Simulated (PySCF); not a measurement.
## How the smallest direct gap on the k points sampled of rock-salt MgO moves with the method

No measured value is used here.

| level (code) | value (eV) |
|---|---|
| PBE (PySCF) | 4.78 ± 0.05 |
| PBE0 (PySCF) | 7.30 ± 0.04 |
| Hartree–Fock (PySCF) | 15.79 ± 0.1 |
| G0W0@Hartree–Fock (PySCF) | 10.45 ± 0.1 |
| G0W0@PBE (PySCF) | 7.32 ± 0.1 |
| G0W0@PBE0 (PySCF) | 8.30 ± 0.09 |
| QSGW@PBE (PySCF) | 9.05 ± 0.2 |

Computed values are for a static lattice.  A ± on a computed value is a rough bar: the spread of its extrapolation, a floor set from checks against published values, or a statistical error. Values are at the measured cell.
